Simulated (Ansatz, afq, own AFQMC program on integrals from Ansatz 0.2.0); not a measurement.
Two steps: Ansatz 0.2.0 writes the Fock matrix and Cholesky factors of the valence space, and afq projects on them the lowest state that overlaps trial and start.

```yaml
crystal:
  periodic: [false, false, false]
  atoms:
    - {symbol: F, position_ang: [0.000000, 0.000000, 0.000000]}
basis:
  gaussian: {orbitals: cc-pVQZ}
magnetization: {spin_polarized: true, initial_magnetization: 3}
correlation: {method: ccsd_t, electrons: outside_noble_gas, hamiltonian_folder: ham}
```

```sh
$ ansatz run in.yaml --threads 1 --pin off --events-out ev --progress --plain --max-ram 15360MiB --backend cuda --devices 0, --max-vram 18GiB
```

Options of the walk:

```
--method phaseless --trial hf --walkers 3800 --populations 20 --least-time 40 --time-step 0.005 --steps-per-block 20 --equilibration-blocks 112 --max-blocks 4000 --target-error 0.0008 --factor-cut 1e-05 --start spin_pure --seed 1543 --taylor-order 6
```

Times are imaginary, in 1/Eh. The walk had a cap of 96 s. With eight or more populations the least sampling time is a fifth of least-time, and the error comes from their spread.

afq prints:

```
orbitals 54  electrons 5 2  factors 339 of 339
reference energy -98.62199337 Eh
CCSD correlation -0.19010477 Eh in 11 cycles, weight of the determinant in the CISD state 0.9338
energy of the start -98.622152 Eh
 block  time / (1/Eh)  mean weight  energy / Eh
     1     0.100  1.0018  -98.724348
     2     0.200  1.0019  -98.761370
     3     0.300  1.0012  -98.780080
     4     0.400  1.0020  -98.786942
     5     0.500  1.0011  -98.797447
    10     1.000  1.0001  -98.807982
    29     2.900  1.0003  -98.809006
    49     4.900  1.0006  -98.813862
    69     6.900  1.0003  -98.808220
    85     8.500  1.0002  -98.816077
    89     8.900  0.9993  -98.810469
   109    10.900  0.9997  -98.807851
   129    12.900  0.9998  -98.810165
   149    14.900  0.9998  -98.807474
   157    15.700  1.0007  -98.804289
   169    16.900  1.0002  -98.812445
   189    18.900  1.0000  -98.807335
error from the spread of 20 populations
energy -98.809004 +/- 0.000610 Eh
(rows thinned)
```

The run passed its tests (sampling time, drift between the halves within three errors, error under three times the target), which doesn't prove that it has relaxed.

Against this walk (error 16.6 meV) on the same determinant: CCSD(T) 252.7 meV lower, CCSDT(Q) 612.3 meV lower. The error is statistical and leaves out the bias of the constraint. None of these is a sure reference here.

Cautions: constraint bias not in the error; another spin lies lower; in this basis the state lies above a state of the ion, a sign that the basis lacks the diffuse functions it needs, so its energy is an artefact of the basis; the CCSDT(Q) amplitudes may be one of several solutions (largest double 0.93).

The walk took 34 s on 1 × NVIDIA H100 80GB HBM3 with 2 threads of AMD EPYC 7R13 Processor (Zen 3), on a shared host (the card was shared). The log's last line is the phaseless energy.

CCSDT and higher add their correlation energy to the determinant of the CCSD(T) run, since their own runs factorise the integrals more tightly (a shift of under 2 meV).
